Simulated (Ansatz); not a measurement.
# C2H7NS: one species, many methods

One table from this session's results is given with a row withheld; the runs are named, their logs left out.

Method: functionals in def2-TZVPP, the program's frozen cores in correlated methods; program: Ansatz 0.2.0, Gaussian basis.

Levels to be run: LDA (SPW92), PBE-D4, revPBE-D4, BLYP-D4, r2SCAN-D4, B97M-V, PBE0-D4, B3LYP-D4, r2SCANh-D4, r2SCAN0-D4, HSE06-D4, BHLYP-D4, CAM-B3LYP-D4, LC-ωPBE, ωB97X-V, ωB97M-V, B2PLYP, PBE-QIDH; CCSD(T)/def2-SVP; CCSD(T)/def2-TZVPP; MP2/def2-QZVPP; extrapolation to the limit; RPA on PBE.

### Structure used throughout

An earlier PBE0-D4 in a triple-zeta def2 set relaxation fixed the geometry.

11 atoms, charge 0, spin multiplicity 1.

Atoms are counted from 1 here; the program's logs count them from 0.

Bond lengths: N1–C2 1.448 Å, N1–H5 1.014 Å, N1–H6 1.011 Å, C2–C3 1.515 Å, C2–H7 1.096 Å, C2–H8 1.103 Å, C3–S4 1.815 Å, C3–H9 1.092 Å, C3–H10 1.091 Å, S4–H11 1.344 Å. Angles: C2–N1–H5 109.4°, C2–N1–H6 111.0°, H5–N1–H6 107.6°, N1–C2–C3 110.5°, N1–C2–H7 108.5°, N1–C2–H8 114.3°, C3–C2–H7 107.9°, C3–C2–H8 108.6°, H7–C2–H8 106.8°, C2–C3–S4 113.8°, C2–C3–H9 109.7°, C2–C3–H10 111.2°, S4–C3–H9 104.5°, S4–C3–H10 109.2°, H9–C3–H10 108.1°, C3–S4–H11 96.7°.

Geometry (Å):

```
N    -0.36338    1.37542   -0.57024
C    -0.26235    0.45122    0.54042
C     0.82819   -0.56883    0.28442
S     0.52235   -1.62074   -1.16227
H    -0.57683    0.86051   -1.41756
H    -1.10887    2.04229   -0.42081
H     0.00817    1.01580    1.43994
H    -1.19810   -0.08513    0.77114
H     1.76512   -0.05563    0.05600
H     0.99089   -1.19978    1.15922
H    -0.53989   -2.27193   -0.65966
```

Set-up of the first run:

in.yaml reads:

```yaml
crystal:
  periodic: [false, false, false]
  atoms:
    - {symbol: N, position_ang: [-0.363375, 1.375419, -0.570242]}
    - {symbol: C, position_ang: [-0.262350, 0.451221, 0.540419]}
    - {symbol: C, position_ang: [0.828187, -0.568834, 0.284420]}
    - {symbol: S, position_ang: [0.522346, -1.620735, -1.162266]}
    - {symbol: H, position_ang: [-0.576830, 0.860507, -1.417557]}
    - {symbol: H, position_ang: [-1.108866, 2.042288, -0.420810]}
    - {symbol: H, position_ang: [0.008169, 1.015795, 1.439943]}
    - {symbol: H, position_ang: [-1.198097, -0.085125, 0.771136]}
    - {symbol: H, position_ang: [1.765118, -0.055630, 0.056000]}
    - {symbol: H, position_ang: [0.990890, -1.199778, 1.159221]}
    - {symbol: H, position_ang: [-0.539892, -2.271929, -0.659664]}
basis:
  gaussian: {orbitals: def2-TZVPP}
hamiltonian: {xc: lda}
output: {orbitals: {seedname: orbitals}}
```

Run with:

```console
$ ansatz run in.yaml --threads 2 --pin off --events-out ev --progress --plain --max-ram 4352MiB
```

Steps of the session up to this table: LDA; PBE-D4 (GGA); revPBE-D4 (GGA); BLYP-D4 (GGA); r2SCAN-D4 (meta-GGA); B97M-V (meta-GGA); B3LYP-D4 (hybrid); r2SCANh-D4 (hybrid); r2SCAN0-D4 (hybrid); HSE06-D4 (hybrid); BHLYP-D4 (hybrid); CAM-B3LYP-D4 (range-separated); LC-ωPBE (range-separated); ωB97X-V (range-separated); ωB97M-V (range-separated); B2PLYP (double hybrid); PBE-QIDH (double hybrid).

One of the session's tables, all rows but one given; the rest of the session is left out.

It belongs to the step «Orbital energies across the functionals». 

| functional | HOMO (eV) | LUMO (eV) | gap (eV) |
| --- | --- | --- | --- |
| LDA (SPW92) | -5.49 | -0.59 | 4.90 |
| PBE-D4 | -5.38 | -0.41 | 4.97 |
| revPBE-D4 | -5.33 | -0.33 | 5.00 |
| BLYP-D4 | ? | ? | ? |
| r2SCAN-D4 | -5.68 | -0.02 | 5.65 |
| B97M-V | -5.82 | -0.20 | 5.62 |
| PBE0-D4 | -6.77 | 0.52 | 7.30 |
| B3LYP-D4 | -6.54 | 0.22 | 6.77 |
| r2SCANh-D4 | -6.20 | 0.32 | 6.51 |
| r2SCAN0-D4 | -6.96 | 0.80 | 7.76 |
| HSE06-D4 | -6.37 | 0.14 | 6.51 |
| BHLYP-D4 | -7.97 | 1.33 | 9.29 |
| CAM-B3LYP-D4 | -8.17 | 1.46 | 9.63 |
| LC-ωPBE | -9.57 | 2.74 | 12.31 |
| ωB97X-V | -9.21 | 2.55 | 11.76 |
| ωB97M-V | -9.07 | 2.23 | 11.30 |

**Question.** Estimate the row for BLYP-D4.

Worked estimate for «HOMO (eV)». Against the share of exact exchange, B3LYP-D4 (0.2, -6.54), BHLYP-D4 (0.5, -7.97) give a slope of -4.77 per unit share; at 0 the line stands at -5.59.

As computed: HOMO (eV): -5.27; LUMO (eV): -0.35; gap (eV): 4.92. In «HOMO (eV)» the line misses by -0.32.
